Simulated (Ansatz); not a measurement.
# Scan of [Br···H···Br], doublet

Starting geometry:

| atom | x (Å) | y (Å) | z (Å) |
| --- | --- | --- | --- |
| Br | 0.0000 | 0.0000 | -1.7302 |
| H | 0.0000 | 0.0000 | -0.3096 |
| Br | 0.0000 | 0.0000 | 2.0398 |

From there H2 is moved from one fragment to the other while all else, the fragments' distance too, stays fixed, so the hump isn't the reaction's barrier; atoms are numbered as listed. Energies are in kcal/mol, counted from the starting geometry at the same level.

Basis cc-pVDZ; Ansatz 0.2.0. Only valence electrons are correlated (noble-gas cores and the filled d shells of p-block atoms frozen). R marks a restricted (for open shells ROHF) determinant, U an unrestricted one. No spin–orbit coupling is included, and no scalar relativity.

Unrestricted rows (U) aren't spin-pure: their determinants' ⟨S²⟩ exceeds S(S+1) by up to 0.17, so they mix in states of higher spin. Coupled cluster chose its determinant by trial CCSD, here up to 0.17 eV above the lowest Hartree–Fock solution of its kind, and MP2 stands on that determinant too. The reference follows the lowest state, whose symmetry changes along the scan.

Full CI isn't at hand for all of this; UCCSDT(Q) serves as the reference, and is uncertain by about the last step of the cluster series. The frozen core follows each run's orbitals, which can shift R against U totals by a few meV for light atoms and by up to 0.1 eV past Ca.

```json
{"distance Br1-H2 (Å)": "1.321", "RMP2": "3.4"}
{"distance Br1-H2 (Å)": "1.421", "RMP2": "0.0"}
{"distance Br1-H2 (Å)": "1.538", "RMP2": "3.8"}
{"distance Br1-H2 (Å)": "1.655", "RMP2": "12.0"}
{"distance Br1-H2 (Å)": "1.772", "RMP2": "22.8"}
{"distance Br1-H2 (Å)": "1.889", "RMP2": "25.1"}
{"distance Br1-H2 (Å)": "2.006", "RMP2": "22.3"}
{"distance Br1-H2 (Å)": "2.123", "RMP2": "11.3"}
{"distance Br1-H2 (Å)": "2.240", "RMP2": "3.3"}
```

Q: Estimate the UCCSDT(Q) curve in cc-pVDZ from this one, knowing how RMP2 errs.

A: The computed UCCSDT(Q) values, in kcal/mol from the starting point, and the error of RMP2 against them:
| distance Br1-H2 (Å) | UCCSDT(Q) | RMP2 less UCCSDT(Q) |
| --- | --- | --- |
| 1.321 | 3.6 | -0.2 |
| 1.421 | 0.0 | 0.0 |
| 1.538 | 3.5 | 0.3 |
| 1.655 | 11.4 | 0.5 |
| 1.772 | 19.4 | 3.4 |
| 1.889 | 22.2 | 3.0 |
| 2.006 | 19.0 | 3.3 |
| 2.123 | 10.8 | 0.5 |
| 2.240 | 3.1 | 0.2 |

The error spans 3.6 kcal/mol and is largest, 3.4 kcal/mol, at 1.772 Å.
